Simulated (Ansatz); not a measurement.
Reaction (SMILES): C (CH4) → [CH3-] + H+
B3LYP-D3(BJ)/def2-TZVP geometries, fixed; electronic energies without zero-point terms.

Basis-set convergence of the deprotonation energy at HF with Ansatz (a program for electronic structure). Cartesian d functions, on some or all atoms, in 6-31G*, 6-31+G*; all else is spherical. No added dispersion term, no relativity. Functions are those of the species that has most. Reference: the value in aug-cc-pVQZ, 433.99 kcal/mol, itself unsure by roughly 1.78 kcal/mol (its distance from def2-QZVPPD). Deviations are taken from unrounded values.

```json
[
 {"basis": "STO-3G", "functions": "9", "deprotonation energy (kcal/mol)": "561.23", "minus reference (kcal/mol)": "127.24"},
 {"basis": "6-31G", "functions": "17", "deprotonation energy (kcal/mol)": "458.94", "minus reference (kcal/mol)": "24.95"},
 {"basis": "pcseg-0", "functions": "17", "deprotonation energy (kcal/mol)": "451.91", "minus reference (kcal/mol)": "17.92"},
 {"basis": "6-31G*", "functions": "23", "deprotonation energy (kcal/mol)": "457.29", "minus reference (kcal/mol)": "23.30"},
 {"basis": "6-31+G*", "functions": "27", "deprotonation energy (kcal/mol)": "434.61", "minus reference (kcal/mol)": "0.62"},
 {"basis": "def2-SVPD", "functions": "52", "deprotonation energy (kcal/mol)": "438.38", "minus reference (kcal/mol)": "4.38"},
 {"basis": "def2-TZVP", "functions": "55", "deprotonation energy (kcal/mol)": "438.94", "minus reference (kcal/mol)": "4.95"},
 {"basis": "aug-cc-pVDZ", "functions": "59", "deprotonation energy (kcal/mol)": "432.06", "minus reference (kcal/mol)": "-1.93"},
 {"basis": "jun-cc-pV(T+d)Z", "functions": "95", "deprotonation energy (kcal/mol)": "433.90", "minus reference (kcal/mol)": "-0.09"},
 {"basis": "def2-TZVPPD", "functions": "105", "deprotonation energy (kcal/mol)": "436.35", "minus reference (kcal/mol)": "2.35"},
 {"basis": "aug-cc-pVTZ", "functions": "138", "deprotonation energy (kcal/mol)": "433.86", "minus reference (kcal/mol)": "-0.13"},
 {"basis": "aug-pcseg-2", "functions": "138", "deprotonation energy (kcal/mol)": "434.02", "minus reference (kcal/mol)": "0.03"},
 {"basis": "cc-pVQZ", "functions": "175", "deprotonation energy (kcal/mol)": "439.26", "minus reference (kcal/mol)": "5.26"}
]
```
